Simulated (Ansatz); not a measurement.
System: litharge SnO. Method: r²SCAN+rVV10 (Ansatz, a first-principles code, plane waves, PAW).

Settings: plane-wave cutoff 600 eV, 20×20×16 k mesh (along the axes of the cell as run), Fermi–Dirac smearing 0.05 eV, scalar-relativistic PAW data made under PBE.

Computed at the level's own relaxed cell.

```
CELL_PARAMETERS angstrom
      3.79363     0.00000     0.00000
      0.00000     3.79363     0.00000
      0.00000     0.00000     4.76651
ATOMIC_POSITIONS crystal
  Sn 0.50000 0.00000 0.75957
  Sn 0.00000 0.50000 0.24043
  O  0.50000 0.50000 0.00000
  O  0.00000 0.00000 0.00000
```

Question: Give the elastic tensor (Voigt notation, GPa, ions relaxed, in the Cartesian axes of the cell as printed).

Answer: 
```
  107.7    93.4    13.2     0.0     0.0     0.0
   93.4   107.7    13.2     0.0     0.0     0.0
   13.2    13.2    38.8     0.0     0.0     0.0
    0.0     0.0     0.0    32.3     0.0     0.0
    0.0     0.0     0.0     0.0    32.3     0.0
    0.0     0.0     0.0     0.0     0.0    93.5
```

Note: the solid has no gap at this level, which affects its response.

The computed numbers hold no vibrational or temperature effects.
